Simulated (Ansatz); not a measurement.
Reaction (formal hydrolysis of a C–C bond): `CC(C)(F)S` + H₂O → `CC(O)(F)S` + CH₄

Gas-phase electronic energies from Ansatz, PBE0-D4/def2-TZVP geometries. CBS: MP2 limit from def2 TZ/QZ plus the TZ coupled-cluster correction, frozen cores. This one scheme is used for every species. DFT in def2-TZVPP. B3LYP here is the variant with VWN-RPA as its local correlation; programs differ in this. Each species was taken in one conformer, which may not be the lowest.

```tsv
level	ΔE (kJ/mol)	difference from CCSD(T)/CBS
PBE-D4	-11.1	-15.2
r2SCAN-D4	-13.8	-17.9
B3LYP-D4	-9.1	-13.2
ωB97X-V	-9.1	-13.2
B2PLYP	-8.5	-12.6
PBE	-14.3	-18.4
r2SCAN	-14.7	-18.8
B3LYP	-14.2	-18.3
HF/def2-TZVPP	-12.3	-16.4
MP2/def2-TZVPP	3.1	-1.0
SCS-MP2/def2-TZVPP	0.4	-3.7
CCSD(T)/def2-TZVPP	-1.3	-5.4
MP2/def2-QZVPP	6.7	2.6
SCS-MP2/def2-QZVPP	3.8	-0.3
HF/CBS(def2)	-10.8	-14.9
CCSD/CBS(def2)	4.5	0.4
CCSD(T)/CBS	4.1	0
```

Largest T1 diagnostic among the species: 0.012.

The D4 term adds +5.1 kJ/mol with B3LYP and +2.9 kJ/mol with PBE0; it sums over pairs of atoms, weighted by their polarisabilities, and B3LYP, whose exchange is more repulsive, gets the larger term. From PBE to PBE0 (25 % exact exchange), in def2-TZVPP and without D4, ΔE moves by +4.2 kJ/mol.
